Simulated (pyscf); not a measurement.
# Four-centre exchange: H₃C–CH₂–ZnH + H₃C–OH → H₃C–CH₂–Zn–OH + CH₄

Gas phase, singlet surface, charge 0. Bonds broken: Zn3–H9, C10–O11. Bonds formed: Zn3–O11, H9–C10. Single points on ωB97X-D3(BJ)/def2-SVP structures (PySCF, gas phase).

Transition state (Å):

```xyz
15

C     -2.8999    -0.1369    -0.7126
C     -1.5743    -0.8994    -0.8525
Zn    -0.0698     0.0118     0.0308
H     -3.7421    -0.6506    -1.2114
H     -3.1885    -0.0057     0.3447
H     -2.8402     0.8746    -1.1506
H     -1.6810    -1.9183    -0.4384
H     -1.3351    -1.0446    -1.9217
H      1.6167     0.1235     0.3356
C      2.2135     1.5652     0.7120
O      0.3192     1.6407     1.0162
H      2.1105     2.6529     0.8526
H      2.6762     1.1122     1.5924
H      2.8166     1.3914    -0.1887
H     -0.1121     2.5111     1.0467
```

One imaginary mode, 1226i cm⁻¹; descent along it reached the two sides named, in the forms told below.

```tsv
bond	change	reactant side (Å)	saddle	product side
Zn3–H9	breaks	1.571	1.717	2.7
C10–O11	breaks	1.419	1.920	3.3
Zn3–O11	forms	2.200	1.943	1.788
H9–C10	forms	3.3	1.605	1.102
```

Electronic energies relative to the separated reactants (eV):

```tsv
level	barrier	reaction energy	reverse barrier
ωB97X-D3(BJ)/def2-TZVP	2.55	-1.57	4.13
PBE/def2-TZVP	2.18	-1.57	3.75
r²SCAN/def2-TZVP	2.24	-1.64	3.88
B3LYP-D3(BJ)/def2-TZVP	2.38	-1.58	3.96
PBE0-D3(BJ)/def2-TZVP	2.43	-1.53	3.96
M06-2X/def2-TZVP	2.43	-1.61	4.04
ωB97M-D3(BJ)/def2-TZVP	2.52	-1.54	4.07
HF/def2-TZVP	3.41	-1.46	4.87
```

With ωB97M-D3(BJ)/def2-TZVP energies and thermal terms (ideal gas, 1 atm, RRHO with modes under 100 cm⁻¹ raised to 100, one conformer, R ln 2 for chiral ones without a mode under 150 cm⁻¹), in eV:

| T (K) | ΔH‡ | ΔG‡ | ΔH | ΔG |
|---|---|---|---|---|
| 298 | 2.47 | 2.95 | -1.51 | -1.48 |
| 600 | 2.52 | 3.41 | -1.49 | -1.45 |
| 900 | 2.56 | 3.84 | -1.48 | -1.44 |
| 1200 | 2.59 | 4.27 | -1.49 | -1.42 |

On the reactant side the descent ends in an adduct with a O–Zn contact (not fully relaxed), 0.44 eV under the separated species and 3.00 eV under the saddle at ωB97X-D3(BJ)/def2-TZVP. What is counted as formed (O–Zn) is already present as a longer contact in the reactant adduct; forming that adduct is a step of its own. From the product side, •H₂C–CH₃ + [HO–Zn]• + CH₄ lies, by one bond made or cut, 1.02 eV under this saddle at ωB97M-D3(BJ)/def2-TZVP. This is the saddle that the search found; another between the same sides may lie lower. Elements up to Kr have no core potential and no relativistic terms here.
